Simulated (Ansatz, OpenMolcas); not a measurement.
Heat of formation of C2H4Cl2 (1,1-dichloroethane) from total energies

C2H4Cl2 has 8 atoms, charge 0, and is taken as a singlet. As SMILES, `CC(Cl)Cl`. Geometry: relaxed at PBE0-D4/def2-TZVP.

Total energies at BLYP/cc-pVDZ (OpenMolcas 26.06); the atoms run unrestricted:

| species | state | energy (Eh) |
| --- | --- | --- |
| C2H4Cl2 | singlet | -998.967169 |
| C | triplet | -37.837837 |
| Cl | doublet | -460.139392 |
| H | doublet | -0.496403 |

Harmonic wavenumbers at PBE0-D4/def2-TZVP, in cm⁻¹: 267, 275, 318, 407, 663, 713, 997, 1073, 1112, 1254, 1306, 1406, 1472, 1477, 3065, 3143, 3148, 3165.

Measured heats of formation of the gaseous atoms at 298.15 K, in kJ/mol: C 716.9, Cl 121.3, H 218.0. Spin-orbit lowering of the atoms at 298 K (mean of the ground term's levels less their thermal mean, from spectra), in kJ/mol: C 0.02, Cl 3.44. Take 1 Eh = 2625.50 kJ/mol, 1 cm⁻¹ = 0.0119627 kJ/mol, RT = 2.479 kJ/mol.

Task: Work out the heat of formation of the gas at 298 K.

Result: 
1. Electronic atomisation energy: 2 × (-37.837837) + 2 × (-460.139392) + 4 × (-0.496403) − (-998.967169) = 1.027099 Eh = 2696.6 kJ/mol.
2. Zero-point energy: half the sum of the wavenumbers, 12630.5 cm⁻¹ = 151.1 kJ/mol.
3. Thermal vibrational enthalpy, Σ hcν̃/(exp(hcν̃/kT) − 1): 5.2 kJ/mol. Translation, rotation and pV of a non-linear molecule: 4 RT = 9.9 kJ/mol.
4. The 8 free atoms carry 5/2 RT each: 49.6 kJ/mol.
5. Spin-orbit coupling lowers the free atoms by 2 × 0.02 + 2 × 3.44 = 6.9 kJ/mol.
6. Atomisation enthalpy at 298 K: 2696.6 − 6.9 − 151.1 − 5.2 − 9.9 + 49.6 = 2573.1 kJ/mol.
7. Sum of the atoms' heats of formation: 2548.4 kJ/mol. Heat of formation: 2548.4 − 2573.1 = -24.7 kJ/mol.

The tabulated value is -127.4 kJ/mol (Active Thermochemical Tables), so this level is off by +102.7 kJ/mol, or 3.8 % of the atomisation enthalpy that the table implies (2675.7 kJ/mol). Anharmonicity and any spin-orbit splitting of the molecule are left out.
